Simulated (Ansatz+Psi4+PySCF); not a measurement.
## triplet NH: levels of theory in one basis

```xyz
2

N     0.0000    0.0000    0.1559
H     0.0000    0.0000   -1.0914
```

Basis set: cc-pVTZ (spherical functions). Left uncorrelated: 1 orbital. Correlation on ROHF uses semicanonical orbitals with singles. Charge 0, multiplicity 3.

Computed with Ansatz (development build ahead of 0.2.0) and Psi4 1.11; each method stands on the lowest determinant of its kind that the runs found.

```csv
method,E − E(ROHF) (eV),<S²> of the determinant
ROHF,0.00,2.00
UHF,-0.25,2.04
ROHF-MP2,-4.06,–
UHF-MP2,-4.03,2.04
ROHF-CCSD,-4.62,–
UHF-CCSD,-4.63,2.04
ROHF-CCSD(T),-4.75,–
UHF-CCSD(T),-4.75,2.04
```
